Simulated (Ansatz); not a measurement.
Take a crystal in which Ca has been replaced by Mg on all its sites, with the cell rescaled by a rough guess (in some cases also distorted within its space group) and nothing relaxed:

```
CELL_PARAMETERS angstrom
-2.42390 2.42390 5.18469
2.42390 -2.42390 5.18469
2.42390 2.42390 -5.18469
ATOMIC_POSITIONS crystal
Li 0.00000 0.00000 0.00000
Mg 0.75000 0.25000 0.50000
Mg 0.25000 0.75000 0.50000
Mg 0.50000 0.50000 0.00000
```

The calculation used Ansatz 0.2.0, DFT PBEsol, scalar-relativistic, plane waves, PAW.

Cutoff 420 eV; k points 12×12×12 on the computed 4-atom cell (Γ-centred); Gaussian smearing, width 0.10 eV; no spin polarisation.

Task: What pressure does the cell carry?

Result: The pressure is -5.3 GPa (positive in compression), so the cell would contract.

Task: Is it a metal on this mesh?

Result: Yes, a band crosses the Fermi level.

Task: What is its energy against the elements in their standard states?

Result: +0.179 eV/atom at this unrelaxed geometry, with the elements in the same functional.